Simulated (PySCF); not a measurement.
# Functional dependence of a UV spectrum

Species: hydrogen methyl disulfide, CH4S2.
SMILES: `CSS`

Linear-response calculations in the def2-SVPD basis (PySCF; singlets by full response, triplets Tamm–Dancoff, core orbitals frozen in the response; HF means time-dependent Hartree–Fock). 'Strongest' is the level of largest summed f among the singlets computed (10 roots, of which the last may lack a degenerate partner); it can jump between rows when another state enters that window. S1 is the lowest singlet of each run and needn't be the same state throughout; f(S1) is that of one state. Isolated species at its PBE0-D3(BJ)/def2-SVP geometry (one conformer only).

```tsv
functional	kind	S1 (eV)	f(S1)	strongest (eV)	T1 (eV)	HOMO (eV)	gap (eV)	ionisation energy, ΔSCF (eV)
LDA	LDA	4.14	0.004	6.96	3.59	-5.88	3.82	9.30
B3LYP	global hybrid, 20% exact exchange	4.43	0.005	7.23	3.79	-6.80	5.63	9.27
PBE0	global hybrid, 25% exact exchange	4.52	0.005	7.47	3.82	-7.03	6.09	9.26
BHandHLYP	global hybrid, 50% exact exchange	4.76	0.005	7.80	4.04	-8.13	8.12	9.22
CAM-B3LYP	range-separated hybrid	4.61	0.005	7.60	3.92	-8.35	8.43	9.33
wB97X-D	range-separated hybrid	4.62	0.005	7.78	3.98	-8.89	9.64	9.36
LC-wPBE	range-separated hybrid	4.83	0.005	8.15	4.07	-9.74	10.89	9.43
HF	Hartree–Fock	5.26	0.007	8.19	4.36	-9.86	11.63	not settled
```

**Question.** What does PBE (GGA) give?

**Answer.** S1 (eV) 4.22, f(S1) 0.005, strongest (eV) 6.83, T1 (eV) 3.59, HOMO (eV) -5.82, gap (eV) 3.93, ionisation energy, ΔSCF (eV) 9.10. S1 runs from 4.14 eV (LDA) to 5.26 eV (HF), a spread of 1.12 eV, while the orbital gap spreads over 7.8 eV. Along PBE (0%), B3LYP (20%), PBE0 (25%), BHandHLYP (50%), HF (100%) S1 rises with the share of exact exchange. −ε(HOMO) comes closest to its own ΔSCF ionisation energy with LC-wPBE (+0.31 eV) and misses most with LDA (-3.42 eV). 'Not settled' means that the ion's SCF failed to converge or may have ended in another state than the lowest.
